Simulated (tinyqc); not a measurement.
Inside a calculation. Method: RKS/PBE0 in the sto-6g basis, for HF, spin multiplicity 1. One step of it, computed by the program tinyqc.

Task: Iteration 2: building the Kohn-Sham matrix. J_ij = sum D_kl (ij|kl), K_ij = sum D_kl (ik|jl); F = H + J - 0.125 K + V_xc; E = tr D H + tr D J / 2 - 0.0625 tr D K + E_xc + E_nn.

D after iteration 1, lower triangle:
```
            1F 1s      1F 2s     1F 2px     1F 2py    1F 2pz     2H 1s
1F 1s    2.114196
1F 2s   -0.491245   2.113606
1F 2px   0.001766  -0.010722   1.997140
1F 2py  -0.000609   0.003695   0.000986   1.999660
1F 2pz   0.003941  -0.022999  -0.015606   0.005378  1.946735
2H 1s   -0.001420   0.001218   0.076617  -0.026406  0.161186  0.016754
```

core Hamiltonian H = T + V (hartree), lower triangle:
```
             1F 1s       1F 2s     1F 2px     1F 2py     1F 2pz      2H 1s
1F 1s   -40.751577
1F 2s    -9.085046  -10.719980
1F 2px    0.000000    0.000000  -8.542401
1F 2py    0.000000    0.000000   0.000000  -8.542401
1F 2pz   -0.005109   -0.060449   0.000000   0.000000  -8.566526
2H 1s    -0.391288   -1.041205   0.000000   0.000000  -0.799675  -3.405588
```

Two-electron integrals (ij|kl) in chemists' order, unique and non-zero (hartree):
```
(11|11) 5.406240   (21|11) 0.768129   (21|21) 0.138909   (22|11) 1.266271
(22|21) 0.283987   (22|22) 0.926367   (31|31) 0.029452   (32|31) 0.044681
(32|32) 0.204753   (33|11) 1.266273   (33|21) 0.283987   (33|22) 0.926366
(33|33) 0.998085   (41|41) 0.029452   (42|41) 0.044681   (42|42) 0.204753
(43|43) 0.053789   (44|11) 1.266273   (44|21) 0.283987   (44|22) 0.926366
(44|33) 0.890506   (44|44) 0.998085   (51|51) 0.029452   (52|51) 0.044681
(52|52) 0.204753   (53|53) 0.053789   (54|54) 0.053789   (55|11) 1.266273
(55|21) 0.283987   (55|22) 0.926366   (55|33) 0.890506   (55|44) 0.890506
(55|55) 0.998085   (61|11) 0.034873   (61|21) 0.006055   (61|22) 0.012140
(61|33) 0.012121   (61|44) 0.012121   (61|51) 0.000263   (61|52) 0.000519
(61|55) 0.012177   (61|61) 0.000268   (62|11) 0.105696   (62|21) 0.024144
(62|22) 0.090127   (62|33) 0.088843   (62|44) 0.088843   (62|51) 0.001745
(62|52) 0.014100   (62|55) 0.092695   (62|61) 0.001056   (62|62) 0.011869
(63|31) 0.002439   (63|32) 0.014759   (63|53) 0.002845   (63|63) 0.001582
(64|41) 0.002439   (64|42) 0.014759   (64|54) 0.002845   (64|64) 0.001582
(65|11) 0.080381   (65|21) 0.018589   (65|22) 0.073984   (65|33) 0.071183
(65|44) 0.071183   (65|51) 0.003518   (65|52) 0.024880   (65|55) 0.079586
(65|61) 0.000841   (65|62) 0.011939   (65|65) 0.013403   (66|11) 0.326034
(66|21) 0.075777   (66|22) 0.324825   (66|33) 0.317683   (66|44) 0.317683
(66|51) 0.005001   (66|52) 0.057978   (66|55) 0.339109   (66|61) 0.003313
(66|62) 0.061369   (66|65) 0.070855   (66|66) 0.774999
```

nuclear repulsion = 2.94168925 hartree

V_xc (hartree), lower triangle:
```
            1F 1s      1F 2s     1F 2px     1F 2py     1F 2pz      2H 1s
1F 1s   -2.634151
1F 2s   -0.327994  -0.720367
1F 2px   0.000048   0.000288  -0.719521
1F 2py  -0.000016  -0.000099  -0.000034  -0.719607
1F 2pz   0.000026  -0.000263   0.000403  -0.000139  -0.721912
2H 1s   -0.015442  -0.058173  -0.000004   0.000002  -0.043164  -0.133320
```

E_xc = sum of w rho eps_xc = -8.58533804 hartree

Give: Coulomb J; exchange K; Kohn-Sham matrix F; total energy of this density.

Result:

Coulomb J (hartree), lower triangle:
```
         1F 1s   1F 2s  1F 2px  1F 2py  1F 2pz  2H 1s
1F 1s   20.909
1F 2s    3.783   9.891
1F 2px   0.000  -0.002   9.892
1F 2py   0.000   0.001   0.000   9.892
1F 2pz  -0.001   0.000  -0.001   0.000   9.890
2H 1s    0.166   0.930   0.000   0.000   0.752  3.265
```

exchange K (hartree), lower triangle:
```
         1F 1s   1F 2s  1F 2px  1F 2py  1F 2pz  2H 1s
1F 1s   11.144
1F 2s    1.800   3.194
1F 2px   0.000  -0.004   2.658
1F 2py   0.000   0.001   0.001   2.660
1F 2pz   0.000  -0.005  -0.009   0.003   2.635
2H 1s    0.087   0.304   0.022  -0.008   0.251  0.092
```

Kohn-Sham matrix F (hartree), lower triangle:
```
          1F 1s   1F 2s  1F 2px  1F 2py  1F 2pz   2H 1s
1F 1s   -23.869
1F 2s    -5.855  -1.948
1F 2px    0.000  -0.001   0.298
1F 2py    0.000   0.000   0.000   0.298
1F 2pz   -0.006  -0.060   0.000   0.000   0.272
2H 1s    -0.252  -0.207  -0.003   0.001  -0.122  -0.286
```

total energy of this density = -99.19635 hartree
